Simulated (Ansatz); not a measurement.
We consider 1T (CdI2-type) PtS2, described by PBE-D3(BJ) (Ansatz, a quantum-chemistry and plane-wave program, PAW).

### Question
Give the computed interlayer binding energy, layer repeat distance and gap between the layers.

### Answer

* **interlayer binding energy**: 36.4 meV/Å²
* **layer repeat distance**: 4.656 Å
* **gap between the layers**: 2.244 Å

Spin–orbit coupling is not included.

Static lattice: no zero-point or thermal effects.

The result took about 50 core-seconds (a rough figure).
